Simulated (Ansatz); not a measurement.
One change: `COC(C)Cl` becomes `COC(C)F`.

Ansatz, PBE0-D4/def2-TZVP geometries, multiplicity 1. Each molecule was computed in one conformer, which needn't be the lowest.

```
                                      property  `COC(C)Cl`
       HOMO–LUMO gap (ωB97M-V/def2-TZVPP) / eV       13.17
           HOMO–LUMO gap (PBE/def2-TZVPP) / eV        6.38
             HOMO energy (PBE/def2-TZVPP) / eV       -6.68
            LUMO energy (PBE0/def2-TZVPP) / eV        0.78
size of the dipole moment (PBE/def2-TZVPP) / D        1.94
            HOMO energy (PBE0/def2-TZVPP) / eV       -8.20
```

(1) What does the change do to each property? (Best estimate.)

## Answers

(1) Ansatz gave: 
```csv
property,`COC(C)F`,shift
HOMO–LUMO gap (ωB97M-V/def2-TZVPP) / eV,13.70,0.53
HOMO–LUMO gap (PBE/def2-TZVPP) / eV,7.35,0.97
HOMO energy (PBE/def2-TZVPP) / eV,-6.66,0.02
LUMO energy (PBE0/def2-TZVPP) / eV,1.52,0.74
size of the dipole moment (PBE/def2-TZVPP) / D,1.43,-0.51
HOMO energy (PBE0/def2-TZVPP) / eV,-8.29,-0.09
```

With PBE0 the HOMO falls by 0.09 eV and the LUMO rises by 0.74 eV, so the gap widens by about 0.83 eV. PBE moves the HOMO by 0.02 eV and ωB97M-V by -0.19 eV. Dipoles are sizes alone; their direction can turn.
